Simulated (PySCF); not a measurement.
Where does dimethyl ether take a proton?

System: dimethyl ether, `COC` (C2H6O). Optimised structure (Å), atoms numbered from 1:
```
C     1.1624    0.0469   -0.0207
O    -0.0118    0.2562   -0.7356
C    -1.1584   -0.0104    0.0046
H     1.2655   -1.0051    0.3159
H     1.2266    0.6946    0.8776
H     2.0092    0.2842   -0.6803
H    -1.2016   -1.0661    0.3428
H    -2.0310    0.1845   -0.6348
H    -1.2339    0.6331    0.9051
```

Energies: ωB97X-D3(BJ)/def2-TZVP (PySCF, density fitting, integration grid level 2) on PBE0-D3(BJ)/def2-SVP structures. Zero-point and thermal terms (298.15 K, 1 bar) come from unscaled PBE0-D3(BJ)/def2-SVP harmonic frequencies, with soft modes damped to free rotors in the entropy.

```
             site  product  PA / eV  GB / eV
O2 (ether oxygen)  C[OH+]C     8.26     7.97
```

PA is −ΔH and GB is −ΔG of B + H⁺ → BH⁺ in the gas phase. Sites whose products fell apart, merged with another or lost in a GFN2-xTB screen aren't listed.

Measured values (NIST Chemistry WebBook, evaluated or the median of agreeing entries): proton affinity (−ΔH) 792 kJ/mol (computed 797, difference 5); gas-phase basicity (−ΔG) 764 kJ/mol (computed 769, difference 5).

Run with `OMP_NUM_THREADS=1 python redox_run.py task.json out` on 1 thread of Arm Neoverse V1, a shared host. Structures, frequencies and single points: 110 s of wall time.
